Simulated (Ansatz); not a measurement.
C5H10O2 (`COC1CCCO1`) from Hartree–Fock to CCSD(T)

Cartesian coordinates in Å:
```
C 0.399 -0.250 2.426
O -0.215 -0.676 1.235
C -0.575 0.380 0.392
C -1.209 -0.208 -0.851
C 0.023 -0.552 -1.680
C 0.987 0.571 -1.310
O 0.539 1.102 -0.063
H 0.602 -1.141 3.021
H -0.263 0.416 2.996
H 1.338 0.276 2.228
H -1.206 1.091 0.942
H -1.813 0.559 -1.342
H -1.842 -1.063 -0.620
H 0.421 -1.520 -1.369
H -0.176 -0.592 -2.752
H 2.019 0.223 -1.208
H 0.971 1.384 -2.044
```

The species carries charge 0 and has multiplicity 1. All single points use the PBE0-D4/def2-TZVP geometry. It is one conformer, not always the lowest. Frozen core, restricted reference, the Gaussian-basis code of Ansatz. CBS rows extrapolate triple and quadruple zeta; past MP2 they add the triple-zeta difference.

```
     basis     HF (Eh)  MP2 corr.  CCSD corr.       (T)  CCSD(T) total
  def2-SVP  -344.61323          ?    -1.12871  -0.03308              ?
def2-TZVPP  -345.00860          ?           ?  -0.05525              ?
def2-QZVPP  -345.02442   -1.41288           –         –              –
 CBS(def2)  -345.02660          ?    -1.52958     as TZ              ?
```

Question: Fill in the withheld values. (An estimate is asked.)

Answer: Ansatz gave: def2-SVP MP2 corr.: -1.06101; def2-SVP CCSD(T) total: -345.77502; def2-TZVPP MP2 corr.: -1.32142; def2-TZVPP CCSD corr.: -1.37039; def2-TZVPP CCSD(T) total: -346.43424; CBS(def2) MP2 corr.: -1.48062; CBS(def2) CCSD(T) total: -346.61143.
